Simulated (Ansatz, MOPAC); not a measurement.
Process, species as SMILES: C(=C\C)/C + 2 C (CH4) -> C=C (C2H4) [ethene] + 2 CC (C2H6) [ethane]

Wanted: bond separation energy (enthalpy at 298 K), in kcal/mol. Set-up: no dispersion term unless named; non-relativistic; 6-311+G** with 5d; spin-orbit terms left out. Ab initio and DFT rows: single points at B3LYP-D3(BJ) geometries (Ansatz, an electronic-structure program), with unscaled harmonic terms from B3LYP/6-31G* (Ansatz) at its own minima. Semi-empirical rows: MOPAC heats of formation at their own minima for 298 K.

```
species     coefficient  E at B3LYP/6-311+G** (Ansatz), Eh  E at wB97M-V/def2-TZVPD (Ansatz), Eh  H(298 K) - E, kcal/mol  heat of formation at PM6 (MOPAC), kcal/mol
----------  -----------  ---------------------------------  ------------------------------------  ----------------------  ------------------------------------------
C/C=C/C              -1                         -157.27445                            -157.18327                   72.09                                       -3.46
C (CH4)              -2                          -40.53392                             -40.49098                   30.76                                      -12.29
C=C (C2H4)           +1                          -78.61549                             -78.56640                   34.64                                       15.71
CC (C2H6)            +2                          -79.85652                             -79.79204                   49.98                                      -15.82
```

Measured values: Active Thermochemical Tables 1.112 (ions: stationary electron), as tabulated in the package chemicals; they hold spin-orbit and core effects, anharmonicity.  Value to compare with, the measured value: 10.8 kcal/mol. 1 Eh = 627.5095 kcal/mol.

### Question
Compute it at each level from the table, and compare with the measured value.

### Answer

- B3LYP/6-311+G**: the sum of coefficient times E is 0.01376 Eh, or 8.63 kcal/mol; the thermal terms add 0.99. Result: 9.6 kcal/mol. Its error against the measured value is -1.2 kcal/mol.
- wB97M-V/def2-TZVPD: the sum of coefficient times E is 0.01475 Eh, or 9.26 kcal/mol; the thermal terms add 0.99. Result: 10.2 kcal/mol. Its error against the measured value is -0.6 kcal/mol.
- PM6: the sum of coefficient times heat of formation is 12.11 kcal/mol; it needs no thermal term. Its error against the measured value is 1.3 kcal/mol.
